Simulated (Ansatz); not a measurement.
Input (CCSDT(Q)/cc-pVDZ; Ansatz, a program for electronic structure):

Ansatz 0.2 input:
```yaml
crystal:
  periodic: [false, false, false]
  atoms:
    - {symbol: C, position_ang: [0.05579033, 1.15754012, 0.28323633]}
    - {symbol: C, position_ang: [0.06380645, -1.16293543, 0.25834942]}
    - {symbol: C, position_ang: [0.76494387, 0.00613078, -0.32524908]}
    - {symbol: C, position_ang: [-0.67692040, 0.00170417, -0.37693512]}
    - {symbol: H, position_ang: [0.02306973, 1.28115780, 1.36609249]}
    - {symbol: H, position_ang: [0.06246247, 2.08444980, -0.27861575]}
    - {symbol: H, position_ang: [0.03202083, -1.30997191, 1.33830284]}
    - {symbol: H, position_ang: [0.07684004, -2.07751359, -0.32325247]}
    - {symbol: H, position_ang: [-1.44011468, 0.00724010, -1.13893632]}
basis:
  gaussian:
    orbitals: cc-pVDZ
magnetization: {spin_polarized: true, initial_magnetization: 1}
correlation: {method: ccsdt_q, electrons: outside_noble_gas}
```

Output:

```
Functional definition: HF
integrals: 0.16 GiB planned
1567 factors; integrals over basis functions are off by at most 1.6e-7 eV
mean field: 0.36 GiB planned
mean field evaluation 1: about -4194.1931 eV, gradient 1.8e1 eV
mean field evaluation 2: about -4194.4365 eV, gradient 1.8e1 eV
mean field evaluation 4: about -4196.7172 eV, gradient 2.8e0 eV
mean field evaluation 8: about -4196.8331 eV, gradient 2.9e-1 eV
mean field evaluation 16: about -4196.8368 eV, gradient 2.6e-6 eV
mean field evaluation 32: about -4194.5093 eV, gradient 1.3e0 eV
mean field evaluation 64: about -4194.3505 eV, gradient 1.2e-2 eV
mean field -4196.83681689 eV, -154.2309083024 hartree, gradient 2.6e-6 eV, S^2 0.760409; 1 other end points of the search recorded, 0 dependent functions left out
determinant -4196.83681689 eV, -154.2309083024 hartree, with singles and doubles -4212.00154052 eV, -154.7882016169 hartree
determinant -4194.35054721 eV, -154.1395395771 hartree, with singles and doubles -4209.47923914 eV, -154.6955087508 hartree
4 core orbitals not correlated
reference -4196.83681689 eV, -154.2309083024 hartree; 11, 10 occupied and 66, 67 virtual orbitals, 1567 factors
second order -14.11052463 eV of doubles, -0.00000000 eV of singles
coupled cluster: 9.22 GiB planned
cycle   1  -14.67375416 eV  change   -5.6e-1 eV  update   1.0e-1
cycle   2  -15.42618768 eV  change   -7.5e-1 eV  update   4.3e-2
cycle   3  -15.78471494 eV  change   -3.6e-1 eV  update   2.2e-2
cycle   4  -15.74337414 eV  change    4.1e-2 eV  update   8.5e-3
cycle   5  -15.73696972 eV  change    6.4e-3 eV  update   6.3e-3
cycle   6  -15.74775023 eV  change   -1.1e-2 eV  update   2.8e-3
cycle   7  -15.74937699 eV  change   -1.6e-3 eV  update   1.8e-3
cycle   8  -15.74813411 eV  change    1.2e-3 eV  update   1.1e-3
cycle   9  -15.74814393 eV  change   -9.8e-6 eV  update   6.4e-4
cycle  10  -15.74758444 eV  change    5.6e-4 eV  update   3.3e-4
cycle  11  -15.74834173 eV  change   -7.6e-4 eV  update   1.7e-4
cycle  12  -15.74837130 eV  change   -3.0e-5 eV  update   7.0e-5
cycle  13  -15.74846925 eV  change   -9.8e-5 eV  update   3.8e-5
cycle  14  -15.74846524 eV  change    4.0e-6 eV  update   1.7e-5
cycle  15  -15.74845700 eV  change    8.2e-6 eV  update   9.0e-6
cycle  16  -15.74845791 eV  change   -9.1e-7 eV  update   5.1e-6
cycle  17  -15.74846192 eV  change   -4.0e-6 eV  update   2.3e-6
cycle  18  -15.74846397 eV  change   -2.0e-6 eV  update   1.3e-6
perturbative correction -0.04076585 eV, -0.0014981173 hartree
Total energy: -4212.62604670 eV, -154.8111517958 hartree
```
